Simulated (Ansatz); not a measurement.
Basis sets compared for the cluster LiF₂⁻ (the lowest singlet isomer of a short search). Total charge -1; singlet. Geometry r2SCAN-D4/def2-TZVPD. Ansatz on 4 threads of Arm Neoverse V2 on a shared host; times are rough, and most runs start from earlier orbitals.

```xyz
3

Li    0.0000    0.0000    0.0000
F     0.3057   -0.6684    1.5265
F    -0.3058    0.6684   -1.5265
```

The structure comes from a short search, and lower isomers may exist.

```json
{"level": "HF/6-31G", "functions": "27", "energy (Eh)": "-206.4241", "HOMO (eV)": "-6.99", "LUMO (eV)": "6.47", "wall time": "0.05 s"}
{"level": "PBE-D4/def2-SVPD", "functions": "58", "energy (Eh)": "-207.0344", "HOMO (eV)": "-1.22", "LUMO (eV)": "3.30", "wall time": "0.25 s"}
{"level": "PBE0-D4/def2-SVPD", "functions": "58", "energy (Eh)": "-207.0288", "HOMO (eV)": "-3.06", "LUMO (eV)": "3.66", "wall time": "0.25 s"}
```

Question: Estimate the rows for HF/def2-TZVPD, PBE-D4/def2-TZVPD (with forces), PBE0-D4/def2-TZVPD.

Answer: 
```csv
level,functions,energy (Eh),HOMO (eV),LUMO (eV),wall time
HF/def2-TZVPD,97,-206.5562,-8.02,4.32,0.15 s
PBE-D4/def2-TZVPD (with forces),97,-207.2645,-1.18,3.57,0.35 s
PBE0-D4/def2-TZVPD,97,-207.2588,-2.99,3.83,0.4 s
```
